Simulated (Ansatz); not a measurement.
## Rock-salt TiN

Calculation: r²SCAN+rVV10 in Ansatz (PAW).

Run with plane-wave cutoff 500 eV, 16×16×16 k mesh, Fermi–Dirac smearing 0.05 eV, no spin polarisation, scalar-relativistic PAW data made under PBE.

Cell: relaxed at this level.

* **volume per atom**: 9.43 Å³/atom
* **lattice constant a**: 4.225 Å

Measured, for comparison: equilibrium volume per atom 9.52 Å³/atom, lattice constant a 4.239 Å (temperature not stated, not corrected to a static lattice; as tabulated in Zhang et al. (2018), doi:10.1088/1367-2630/aac7f0). Computed (rounded) less measured: equilibrium volume per atom -0.9 %, lattice constant a -0.3 %. A static lattice is as a rule a little smaller and stiffer than an uncorrected measurement, which narrows the difference in the equilibrium volume per atom, lattice constant a and would widen misses of the other sign.

Note: the run has no spin polarisation, so it can have missed a magnetic state.

Static lattice: no zero-point or thermal effects.

Cost on a shared machine: roughly 15 core-seconds.

Ansatz is a program for electronic structure.
